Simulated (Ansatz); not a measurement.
Results of PBEsol in Ansatz (PAW) for bcc V.

A relaxed, unreconstructed slab of the (100) face has 10 atoms, two equal faces of 8.762 Å² each and an energy of -28849.9444 eV. A bulk cell of 2 atoms with the same orientation and in-plane k mesh has -5770.5838 eV. Energies are extrapolated to zero smearing.

Run with plane-wave cutoff 500 eV, 18×18×1 k mesh (along the axes of the cell as run), Fermi–Dirac smearing 0.1 eV, scalar-relativistic PAW data made under PBE.

Worked out: γ = (E_slab − N E_bulk per atom)/2A = [-28849.9444 − 10 × (-5770.5838/2)]/(2 × 8.762) = 0.1697 eV/Å². With 16.022 J/m² per eV/Å² this is 2.72 J/m², or 1.49 eV per surface cell and face.

Ansatz is a program for electronic structure.
